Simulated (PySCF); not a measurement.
# J couplings in [C$_{5}$H$_{12}$N]+

Molfile (atoms numbered from 1):
```
C5H12N
     RDKit          3D

 18 18  0  0  0  0  0  0  0  0999 V2000
    2.1446    0.2972   -0.1889 C   0  0  0  0  0  0  0  0  0  0  0  0
    0.7469    0.0229    0.2104 N   0  0  0  0  0  0  0  0  0  0  0  0
   -0.2318    1.1186   -0.0974 C   0  0  0  0  0  0  0  0  0  0  0  0
   -1.5979    0.4632    0.0784 C   0  0  0  0  0  0  0  0  0  0  0  0
   -1.3555   -1.0541   -0.1003 C   0  0  0  0  0  0  0  0  0  0  0  0
    0.1286   -1.1929   -0.4147 C   0  0  0  0  0  0  0  0  0  0  0  0
    2.4981    1.1998    0.3250 H   0  0  0  0  0  0  0  0  0  0  0  0
    2.1773    0.4516   -1.2749 H   0  0  0  0  0  0  0  0  0  0  0  0
    2.7745   -0.5587    0.0836 H   0  0  0  0  0  0  0  0  0  0  0  0
    0.7306   -0.1202    1.2279 H   0  0  0  0  0  0  0  0  0  0  0  0
   -0.0329    1.9795    0.5547 H   0  0  0  0  0  0  0  0  0  0  0  0
   -0.0372    1.4162   -1.1379 H   0  0  0  0  0  0  0  0  0  0  0  0
   -2.3090    0.8663   -0.6544 H   0  0  0  0  0  0  0  0  0  0  0  0
   -2.0138    0.6812    1.0721 H   0  0  0  0  0  0  0  0  0  0  0  0
   -1.6125   -1.6042    0.8162 H   0  0  0  0  0  0  0  0  0  0  0  0
   -1.9603   -1.4890   -0.9066 H   0  0  0  0  0  0  0  0  0  0  0  0
    0.3410   -1.1231   -1.4916 H   0  0  0  0  0  0  0  0  0  0  0  0
    0.6138   -2.0954   -0.0198 H   0  0  0  0  0  0  0  0  0  0  0  0
  1  2  1  0
  2  3  1  0
  3  4  1  0
  4  5  1  0
  5  6  1  0
  6  2  1  0
  1  7  1  0
  1  8  1  0
  1  9  1  0
  2 10  1  0
  3 11  1  0
  3 12  1  0
  4 13  1  0
  4 14  1  0
  5 15  1  0
  5 16  1  0
  6 17  1  0
  6 18  1  0
M  CHG  1   2   1
M  END
```

Method: B3LYP/pcJ-1 (spin–dipole term only in couplings to heteroatoms)//PBE0-D3(BJ)/def2-SVP, PySCF; isolated molecule, single conformer, non-relativistic. Couplings are averaged over pairs made equivalent by symmetry, fast rotation or ring inversion, so a value needn't be that of the named pair in this geometry, while other rotamers aren't included; one pair stands for each set, and the list holds a selection of those of at least 1.5 Hz over up to four bonds.

Isotopes: $^{13}$C, $^{1}$H, $^{15}$N.

| pair | bonds | J (Hz) |
| --- | --- | --- |
| C1, N2 | 1 | ? |
| C1, H7 | 1 | ? |
| N2, C3 | 1 | -4.0 |
| N2, H10 | 1 | ? |
| C3, C4 | 1 | 35.1 |
| C3, H11 | 1 | ? |
| C3, H12 | 1 | 152.2 |
| C4, C5 | 1 | 31.7 |
| C4, H13 | 1 | 147.0 |
| C4, H14 | 1 | 142.6 |
| C1, H10 | 2 | -2.5 |
| C3, C6 | 2 | ? |
| C3, H10 | 2 | -3.0 |
| C4, H12 | 2 | -3.2 |
| C4, H16 | 2 | -3.3 |
| H13, H14 | 2 | -17.1 |
| C1, C4 | 3 | ? |
| N2, H13 | 3 | -5.2 |
| C3, H16 | 3 | 2.9 |
| C4, H18 | 3 | ? |
| H10, H11 | 3 | 4.9 |
| H10, H12 | 3 | 12.7 |
| H11, H14 | 3 | ? |
| H12, H13 | 3 | 11.0 |
| H12, H14 | 3 | 13.6 |
| H13, H15 | 3 | 5.6 |

Task: Estimate the withheld couplings, with signs.

Result: 
- $^{1}J$(C1,N2) = -5.6 Hz (bond length 1.479 Å)
- $^{1}J$(C1,H7) = 153.0 Hz (bond length 1.097 Å, sp3 carbon)
- $^{1}J$(N2,H10) = -76.8 Hz (bond length 1.028 Å)
- $^{1}J$(C3,H11) = 156.3 Hz (bond length 1.098 Å, sp3 carbon)
- $^{2}J$(C3,C6) = 4.7 Hz (angle at N2 104°)
- $^{3}J$(C1,C4) = 2.2 Hz (dihedral angle 166°)
- $^{3}J$(C4,H18) = 6.4 Hz (dihedral angle 146°)
- $^{3}J$(H11,H14) = 10.0 Hz (dihedral angle 23°)
